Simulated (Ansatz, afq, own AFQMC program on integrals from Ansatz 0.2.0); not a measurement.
AFQMC on a folder of integrals that Ansatz 0.2.0 wrote.

```yaml
crystal:
  periodic: [false, false, false]
  atoms:
    - {symbol: Si, position_ang: [0.000000, -0.062614, 0.000000]}
    - {symbol: H, position_ang: [0.000000, 0.872344, -0.954851]}
    - {symbol: H, position_ang: [0.000000, 0.872344, 0.954851]}
basis:
  gaussian: {orbitals: cc-pVDZ}
magnetization: {spin_polarized: false}
correlation: {method: ccsd_t, electrons: outside_noble_gas, hamiltonian_folder: ham}
```

```sh
$ ansatz run in.yaml --threads 1 --pin off --events-out ev --progress --plain --max-ram 16896MiB --backend cuda --devices 0, --max-vram 18GiB
```

afq runs on the folder ham with

```
--method phaseless --trial hf --walkers 4000 --populations 20 --least-time 40 --time-step 0.005 --steps-per-block 20 --equilibration-blocks 112 --max-blocks 4000 --target-error 0.0007499999999999999 --factor-cut 1e-05 --seed 5814 --taylor-order 6
```

Times are imaginary, in 1/Eh. The walk had a cap of 49 s. With eight or more populations the least sampling time is a fifth of least-time, and the error comes from their spread.

Output of the walk:

```
orbitals 23  electrons 3 3  factors 166 of 271
reference energy -289.99037116 Eh
CCSD correlation -0.11583431 Eh in 10 cycles, weight of the determinant in the CISD state 0.9153
energy of the start -289.990371 Eh
 block  time / (1/Eh)  mean weight  energy / Eh
     1     0.100  1.0005  -290.009612
     2     0.200  1.0005  -290.024406
     3     0.300  1.0007  -290.037019
     4     0.400  1.0005  -290.046902
     5     0.500  1.0005  -290.055922
     8     0.800  1.0003  -290.072473
    13     1.300  1.0003  -290.088774
    31     3.100  0.9999  -290.104860
    37     3.700  0.9999  -290.104373
    49     4.900  0.9998  -290.108231
    67     6.700  1.0001  -290.108435
    85     8.500  0.9998  -290.106488
   103    10.300  1.0000  -290.109618
   121    12.100  1.0001  -290.109152
   139    13.900  1.0001  -290.107948
   157    15.700  1.0001  -290.107269
   175    17.500  1.0000  -290.109343
   193    19.300  1.0001  -290.112278
   211    21.100  0.9998  -290.110777
   229    22.900  0.9998  -290.113698
   247    24.700  1.0001  -290.112286
   253    25.300  1.0001  -290.115329
   265    26.500  1.0000  -290.108069
   271    27.100  1.0003  -290.106928
error from the spread of 20 populations
energy -290.110593 +/- 0.000736 Eh
(rows thinned)
```

The run passed its tests (sampling time, drift between the halves within three errors, error under three times the target), which doesn't prove that it has relaxed.

Against this walk (error 20.0 meV) on the same determinant: CCSD(T) 64.0 meV higher, CCSDT(Q) 47.1 meV higher, CCSDTQ 46.5 meV higher, full CI 46.5 meV higher, a separate phaseless walk with a CISD trial and standard settings 51.9 ± 20.1 meV higher. The error is statistical and leaves out the bias of the constraint.

Cautions: constraint bias not in the error; higher spins were not checked; restricted determinant unstable towards unrestricted (UHF 131 meV lower, ⟨S²⟩ 0.45).

The walk took 18 s on 1 × NVIDIA H100 80GB HBM3 with 2 threads of AMD EPYC 7R13 Processor (Zen 3), on a shared host (the card was shared). The log's last line is the phaseless energy.

CCSDT and higher add their correlation energy to the determinant of the CCSD(T) run, since their own runs factorise the integrals more tightly (a shift of under 2 meV). A walk keeps the symmetry of its determinant, which the program's search chose and which needn't be the lowest solution, so a lower state of the same spin and another symmetry isn't excluded.
